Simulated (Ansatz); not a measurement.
**BSiNH: how the quartet less doublet moves with the basis**

BSiNH, doublet; coordinates (Å): B 0.000 -0.898 0.910; N 0.000 0.476 0.876; Si 0.000 0.062 -0.840; H 0.000 1.286 1.482. Quantity: quartet less doublet, vertical.

Ansatz 0.2.0, basis cc-pVDZ or cc-pVTZ; geometries are PBE0/def2-TZVP minima. Wave-function levels freeze the cores; HF, MP2 and coupled cluster are restricted for singlets and unrestricted otherwise, Kohn–Sham unrestricted where that lies lower. The reference is CCSDT(Q) (coupled cluster only where its series has nearly closed). Semilocal and hybrid functionals correlate all electrons outside any core potential and usually lie nearer their basis limit than the reference, so part of their error here is the reference's basis and frozen-core error; RPA and the MP2 part of double hybrids freeze the same cores as the reference. None of these values is a measured one. Energies are electronic, without zero-point terms. No spin–orbit coupling and no scalar relativity. The species are chosen: bound, without strong static correlation by their natural occupations or amplitudes, in their lowest spin state as far as vertical gaps and like structures tell, and with a ladder that closes on the reference, so errors are smaller than for species at large; levels whose determinant breaks symmetry or spin markedly are left out.

| level | cc-pVDZ (eV) | cc-pVTZ (eV) |
| --- | --- | --- |
| reference | 2.205 (CCSDT(Q)) | 2.205 (CCSDT(Q)) |
| CCSD(T) | 2.219 | 2.223 |
| PBE | 2.127 | 2.093 |
| r2SCAN | 1.991 | 1.950 |
| PBE0 | 2.131 | 2.097 |
| B3LYP | 2.293 | 2.261 |
| B2PLYP | 2.276 | 2.258 |
| RPA-PBE | 2.310 | 2.258 |

From cc-pVDZ to cc-pVTZ the reference moves by 0.000 eV and PBE by -0.034; the step from CCSD(T) to the reference is -0.014 in the first and -0.017 in the last.
